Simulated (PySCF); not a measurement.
nitrogen (N2), SMILES N#N. Coordinates come from a B3LYP-D3(BJ)/def2-TZVPD optimisation.

TDA-M06-2X/def2-TZVPD run with PySCF 2.14.0 puts the lowest singlet excitations at 8.79, 9.35, 9.35, 10.23, 10.23, 13.12 eV.

### Question
What are the lowest excitation roots from PySCF with ADC(2)/aug-cc-pVDZ? (The exact figures need the calculation; the answer reports its results.)

### Answer
9.70, 9.70, 10.57, 11.08, 11.08, 13.08 eV. S1 differs by 0.91 eV (second minus first; roots are paired by order, and the bases may differ).
